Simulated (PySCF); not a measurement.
# Reproducing measurements on C2H6S

**Experimental background.**

From NIST CCCBDB Release 22 (SRD 101), experimental polarizabilities, for the gas: mean polarisability 7.38 Å³.

How close the calculation comes is told at the end.

C₂H₆S.
SMILES with atom numbers: `[CH3:1][CH2:2][SH:3]` (hydrogens: H4, H5, H6 on C1; H7, H8 on C2; H9 on S3)

Geometry (GFN2-xTB, Å), atoms numbered from 1 in this order:
```xyz
9
C2H6S angstrom
C     -0.7926    0.5312    0.1011
C      0.0980   -0.6775   -0.1095
S      1.7155   -0.4998    0.7262
H     -1.7637    0.3591   -0.3593
H     -0.3494    1.4195   -0.3460
H     -0.9388    0.7154    1.1631
H     -0.3408   -1.5718    0.3318
H      0.2882   -0.8595   -1.1673
H      2.0972    0.5894    0.0620
```

Runs made with PySCF (gas phase, on this GFN2-xTB geometry; no spin–orbit coupling):

```csv
level,job,basis functions,wall time
PBE0/def2-SVPD,"8 singlets by full TDDFT, 3 Tamm–Dancoff triplets, polarisability",115,5.4 s
```

Hardware: an Arm Neoverse V2 with one thread (shared host).

## Comparison

**Mean polarisability.** Measured: 7.38 Å³ (NIST CCCBDB Release 22 (SRD 101), experimental polarizabilities).

```tsv
level	computed (Å³)	computed − measured (Å³)	% (from the printed values)
PBE0/def2-SVPD	7.14	-0.24	-3
```

The computed values are static and purely electronic, with core orbitals frozen in the response (1 au = 0.148185 Å³). The table of measured values doesn't say here whether a value is static or optical, or holds a vibrational part. The measurement averages over conformers, the calculation has one.

The geometry is computed, not the measured one. Where a level misses, the cause wasn't examined.
